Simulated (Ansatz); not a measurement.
A nudged elastic band was laid between two geometries of C$_{3}$H$_{3}$FS (8 atoms, charge 0, multiplicity 1).

Computed with RKS PBE/def2-SVP (Ansatz).

```yaml
movable_images: 7
climbing_image: yes
spring: 5.0 eV/Å²
optimiser: quadratic models (default)
start_path: through a guess of the saddle point
force_threshold: 0.05 eV/Å
iteration_limit: 60
end_points: relaxed
```

Image 0:

```xyz
8
Properties=species:S:1:pos:R:3
F -0.180 1.667 1.295
C 0.539 0.906 0.389
C -0.246 -0.222 -0.134
C -0.429 -1.470 -0.438
S -1.817 -0.501 -1.154
H 1.456 0.510 0.883
H 0.846 1.561 -0.461
H -0.077 -2.507 -0.436
```

Image 8:

```xyz
8
Properties=species:S:1:pos:R:3
F 0.558 0.823 1.743
C 0.484 0.944 0.371
C -0.123 -0.245 -0.250
C -0.661 -1.423 -0.245
S -0.530 -0.774 -1.991
H 1.505 1.093 -0.054
H -0.122 1.842 0.101
H -1.019 -2.318 0.270
```

Q: What changes between the two ends?

A: No bond is made or broken. The dihedral F1–C2–C3–S5 goes from 63 to -180°.

Q: What energy profile does the band end with?

A: The run converged. The highest image is number 4 of 0 to 8, 6.9 kJ/mol above the first end and 11.0 kJ/mol above the last; the last end lies 4.1 kJ/mol below the first. A vibrational analysis at the climbing image gives one clearly imaginary mode, 96i cm⁻¹: a first-order saddle point.

```csv
image,path coordinate (Å),energy (kJ/mol),dihedral F1–C2–C3–S5 (°)
0,0.00,0.0,63
1,0.38,1.0,72
2,0.76,3.2,83
3,1.14,5.7,97
4,1.51,6.9,113
5,1.89,5.5,131
6,2.27,1.7,148
7,2.64,-2.3,165
8,3.02,-4.1,-180
```

Q: What is the geometry of the highest image?

A: 
```xyz
8
Properties=species:S:1:pos:R:3
F 0.070 1.133 1.651
C 0.534 0.931 0.360
C -0.150 -0.208 -0.296
C -0.513 -1.453 -0.331
S -1.350 -0.580 -1.719
H 1.627 0.718 0.407
H 0.386 1.859 -0.233
H -0.513 -2.458 0.105
```

Q: What are the harmonic wavenumbers there?

A: 96i, 169, 222, 333, 536, 665, 732, 872, 947, 982, 1038, 1210, 1344, 1409, 1825, 2953, 3026, 3222 cm⁻¹.

Run time: 2.3 min on 1 thread of Arm Neoverse V2, with other jobs on the host, peak memory 0.12 GiB.
